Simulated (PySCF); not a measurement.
These 3 structures share the formula [C6H11]+ (charge +1). Level of theory: PySCF 2.14.0, PBE0-D3(BJ)/def2-SVP geometry optimisation, gas phase. One conformer each; no zero-point energy, no entropy. No frequencies were run at this level. Point groups hold within 0.08 Å.

Question: Order them by energy at this level, lowest first, and give relative energies in kcal/mol.
A. `[CH3:1][C+:2]1[CH2:3][CH2:4][CH2:5][CH2:6]1` (charge +1) with C1–C2–C3–C4 172°, C2–C3–C4–C5 28°, C3–C4–C5–C6 -35°, C4–C5–C6–C2 30°
B. `[CH3:1][C+:2]([CH3:3])[CH:4]1[CH2:5][CH2:6]1` (charge +1) with C1–C2–C4–C5 -34°
C. `CC([C+](C)C)=C`

Answer: A (0.0), B (12.2), C (14.3).

Neighbours under 5.0 kcal/mol apart (C[C+](C)C1CC1 and C=C(C)[C+](C)C) can change places with a better method, another conformer or zero-point energy.

```
        SMILES      E (Eh)  E rel (kcal/mol)  dipole about centre of mass (D)  point group     A, B, C (MHz)
   C[C+]1CCCC1  -234.53211               0.0                             2.46            –  6669, 3030, 2269
 C[C+](C)C1CC1  -234.51266              12.2                             0.77            –  6218, 2574, 2163
C=C(C)[C+](C)C  -234.50939              14.3                             1.11      near Cs  4635, 3230, 1973
```

Question: How do the relative energies change in single points at PBE0/pcSseg-1 (no added dispersion term) on the same geometries?

Answer: 
| SMILES | PBE0-D3(BJ)/def2-SVP (kcal/mol) | PBE0/pcSseg-1 (kcal/mol) | shift |
| --- | --- | --- | --- |
| C[C+]1CCCC1 | 0.0 | 0.0 | 0.0 |
| C[C+](C)C1CC1 | 12.2 | 10.8 | -1.4 |
| C=C(C)[C+](C)C | 14.3 | 12.6 | -1.7 |

Each column counts from its own lowest isomer. The order is unchanged; the largest shift is 1.7 kcal/mol.
